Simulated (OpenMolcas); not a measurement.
## PH2 (SMILES [PH2]): the energy, rung by rung

The species is PH2 (3 atoms), meant as a doublet with charge 0. As SMILES, `[PH2]`. The coordinates come from a GFN2-xTB relaxation.

```xyz
3

P     0.5145   -0.3028    0.2527
H     0.1115    1.0274    0.1724
H    -0.6260   -0.7246   -0.4251
```

Each level gives the energy change with the P1–H2 bond stretched from 1.392 to 1.740 Å (eV). The values are calculated.

```
                     level                kind     program  value (eV)  less FCI/pcseg-0
              UPBE/pcseg-0                 GGA  OpenMolcas        0.34             +0.01
             UPBE0/pcseg-0       global hybrid  OpenMolcas        0.42             +0.09
       CASPT2(7,6)/pcseg-0      multireference  OpenMolcas        0.32             -0.01
       CASSCF(7,6)/pcseg-0      multireference  OpenMolcas        0.29             -0.04
MC-PDFT[tPBE](7,6)/pcseg-0      multireference  OpenMolcas        0.36             +0.03
         MRCI(7,6)/pcseg-0      multireference  OpenMolcas        0.33              0.00
    SC-NEVPT2(7,6)/pcseg-0      multireference  OpenMolcas        0.32             -0.01
               FCI/pcseg-0  exact in the basis  OpenMolcas        0.33              0.00
```

FCI/pcseg-0 is exact within its basis and frozen core, so for wave-function methods in that basis the difference is their error; functionals converge differently with the basis, so for them it is only a difference. The first shape isn't each level's own minimum. The values span 0.29 to 0.42 eV. All rows use very small basis sets, so even the best lies far from the true value.
